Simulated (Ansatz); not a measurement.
# AlF3 (singlet): from Hartree-Fock to the top rungs, 6-31G

One table from this session's results is given with a row withheld; the runs are named, their logs left out.

Program: Ansatz 0.2.0, Gaussian basis. Level of theory: 6-31G, core rule «outside noble gas», up to 8 orbitals frozen. These are calculated values, not measurements.

Plan: UHF; CCSD(T) on RHF; BCCD(T) on RHF; CISD; CCSDT(Q) on RHF; CCSDTQ on RHF.

19 further runs of the same task are left out: 8 for a known fault of the program, 2 that didn't finish, 9 set aside as unsound or not needed.

## The system

The geometry is an MP2(full)/6-31G* stationary point (not a proven minimum).

4 atoms, charge 0, spin multiplicity 1.

Atoms are counted from 1 here; the program's logs count them from 0.

Bond lengths: Al1–F2 1.645 Å, Al1–F3 1.645 Å, Al1–F4 1.645 Å. Angles: F2–Al1–F3 120.0°, F2–Al1–F4 120.0°, F3–Al1–F4 120.0°.

The first run:

Contents of in.yaml:

```yaml
crystal:
  periodic: [false, false, false]
  atoms:
    - {symbol: Al, position_ang: [0.000000, 0.000000, 0.000000]}
    - {symbol: F, position_ang: [0.000000, 1.644720, 0.000000]}
    - {symbol: F, position_ang: [1.424369, -0.822360, 0.000000]}
    - {symbol: F, position_ang: [-1.424369, -0.822360, 0.000000]}
basis:
  gaussian: {orbitals: 6-31G}
magnetization: {spin_polarized: true, initial_magnetization: 0}
hamiltonian: {xc: hf}
output: {orbitals: {seedname: orbitals}}
```

Launch:

```
$ ansatz run in.yaml --threads 1 --pin off --events-out ev --progress --plain --max-ram 3956MiB --backend cpu
```

Among the steps run: UHF; CCSD(T) on RHF; BCCD(T) on RHF; CISD; CCSDT(Q) on RHF; CCSDTQ on RHF.

One of the session's tables, all rows but one given; the rest of the session is left out.

| method | from RCCSDTQ (kcal/mol) |
| --- | --- |
| RHF | +256.15 |
| RMP2 | +1.52 |
| CISD | ? |
| RCCSD | +3.92 |
| RCCSD(T) | +0.87 |
| BCCD(T) | +0.64 |
| RCCSDT | +0.70 |
| RCCSDT(Q) | -0.08 |
| RCCSDTQ | 0 |

Q: Estimate the row for CISD from the others.

As computed: from RCCSDTQ (kcal/mol): +26.79. In the column «from RCCSDTQ (kcal/mol)» it lies between RCCSD (+3.92) and RHF (+256.15).
